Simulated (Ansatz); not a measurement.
# Al₂H₂ (triplet): from Hartree-Fock to the top rungs at distance Al1–H3 = 2.164 Å, 6-31G

Aim: climb from Hartree-Fock through coupled cluster and multireference methods for Al₂H₂ (triplet) at one geometry and basis, and see what each rung misses.

The runs use Ansatz 0.2.0, Gaussian basis; 6-31G, core rule «outside noble gas», up to 10 orbitals frozen.

The runs, in order: UHF; CCSD(T) on ROHF; CCSD(T) on UHF; BCCD(T) on ROHF; CISD; CCSDT(Q) on ROHF; CCSDT(Q) on UHF; CASSCF and MRCISD+Q, 4 electrons in 4 orbitals; CASSCF and NEVPT2, 4 electrons in 4 orbitals; CASSCF and MRCISD+Q, 8 electrons in 10 orbitals; CASSCF and NEVPT2, 8 electrons in 10 orbitals; Full CI.

17 further runs of the same task are left out: 15 that didn't finish, 2 set aside as unsound or not needed.

## (1) The geometry

The geometry derives from a PBE0/def2-TZVP stationary point (not a proven minimum). One bond is set to the value named and the two fragments are kept rigid.

4 atoms, charge 0, spin multiplicity 3.

Atoms are counted from 1 here; the program's logs count them from 0.

Bond lengths: Al1–Al2 2.545 Å, Al1–H4 1.589 Å. Angles: Al2–Al1–H4 116.8°.

## (2) UHF

in.yaml

```yaml
crystal:
  periodic: [false, false, false]
  atoms:
    - {symbol: Al, position_ang: [0.000000, -0.009249, -1.196292]}
    - {symbol: Al, position_ang: [0.000000, -0.009249, 1.348808]}
    - {symbol: H, position_ang: [0.000000, 1.922846, -2.170921]}
    - {symbol: H, position_ang: [0.000000, -1.427649, -1.911792]}
basis:
  gaussian: {orbitals: 6-31G}
magnetization: {spin_polarized: true, initial_magnetization: 2}
hamiltonian: {xc: hf}
output: {orbitals: {seedname: orbitals}}
```

Started as:

```sh
ansatz run in.yaml --threads 1 --pin off --events-out ev --progress --plain --max-ram 2393MiB
```

The runs that follow: CCSD(T) on ROHF; CCSD(T) on UHF; BCCD(T) on ROHF; CISD; CCSDT(Q) on ROHF; CCSDT(Q) on UHF; CASSCF and MRCISD+Q, 4 electrons in 4 orbitals; CASSCF and NEVPT2, 4 electrons in 4 orbitals; CASSCF and MRCISD+Q, 8 electrons in 10 orbitals; CASSCF and NEVPT2, 8 electrons in 10 orbitals; Full CI.

**Question.** What will the summary of the whole plan be? Wanted: FCI below the RHF energy; RMP2 from FCI; UMP2 from FCI; RCCSD from FCI; RCCSD(T) from FCI; UCCSD(T) from FCI; RCCSDT(Q) from FCI; UCCSDT(Q) from FCI; NEVPT2 pair from FCI.

**Answer**, as computed:

```
                         quantity                                                                                                               value
         FCI below the RHF energy                                                                                                          -2.5691 eV
                    RMP2 from FCI                                                                                                          +970.8 meV
                    UMP2 from FCI                                                                                                          +972.9 meV
                   RCCSD from FCI                                                                                                          +111.5 meV
                RCCSD(T) from FCI                                                                                                           +42.6 meV
                UCCSD(T) from FCI                                                                                                           +42.9 meV
               RCCSDT(Q) from FCI                                                                                                            +1.9 meV
               UCCSDT(Q) from FCI                                                                                                            +1.8 meV
             NEVPT2 pair from FCI                                                                                                          +694.5 meV
           MRCISD+Q pair from FCI                                                                                                           +19.8 meV
          NEVPT2 valence from FCI                                                                                                          +165.1 meV
levels within 1 kcal/mol (43 meV)  RCCSD(T), UCCSD(T), BCCD(T), RCCSDT, UCCSDT, RCCSDT(Q), UCCSDT(Q), MRCISD+Q pair, MRCISD valence, MRCISD+Q valence
                    T1 diagnostic                                                                                                               0.049
   effectively unpaired electrons                                                                                                                2.11
```

In words: RCCSD(T) misses by +42.6 meV, 1.7 % of the correlation energy. The occupations are near whole numbers, but T1 = 0.049 shows that the orbitals relax strongly. Of the multireference levels listed MRCISD+Q valence comes nearest in total energy (+8.2 meV), which doesn't show that its space is the better one. These misses are within one basis, not against nature; the frozen cores of restricted and unrestricted runs differ, which can shift their rows.
